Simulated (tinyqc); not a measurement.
Extended Hueckel theory, for H2O, step by step. One step of it, computed by the program tinyqc.

Task: Mulliken analysis. P = C n C^T; charge = valence electrons (O 6, H 1) minus the sum of (P S)_ii on the atom; overlap population = 2 sum P_ij S_ij between two atoms.

coefficients:
```
,MO1,MO2,MO3,MO4,MO5,MO6
1O 2s,0.907870,-0.004926,-0.119064,0.000000,-0.066166,-0.831043
1O 2px,0.000000,0.000000,0.000000,1.000000,0.000000,0.000000
1O 2py,-0.003112,0.718205,0.002989,0.000000,0.887267,-0.126554
1O 2pz,-0.026053,0.000618,0.948783,0.000000,-0.051757,-0.468313
2H 1s,0.102928,0.325398,0.100787,0.000000,-0.729418,0.946584
3H 1s,0.092500,-0.341884,0.105744,0.000000,0.916302,0.693758
```

occupations: 2.000000  2.000000  2.000000  2.000000  0.000000  0.000000

overlap S, lower triangle:
```
,1O 2s,1O 2px,1O 2py,1O 2pz,2H 1s,3H 1s
1O 2s,1.000000
1O 2px,0.000000,1.000000
1O 2py,0.000000,0.000000,1.000000
1O 2pz,0.000000,0.000000,0.000000,1.000000
2H 1s,0.451260,0.000000,0.322777,0.214388,1.000000
3H 1s,0.418831,0.000000,-0.306361,0.203521,0.179298,1.000000
```

Give: charges; Overlap populations.

Result:

charges: 1O -1.025, 2H 0.517, 3H 0.508

Overlap populations:
```
pair,value
2-1,0.525705
3-1,0.502824
3-2,-0.065315
```
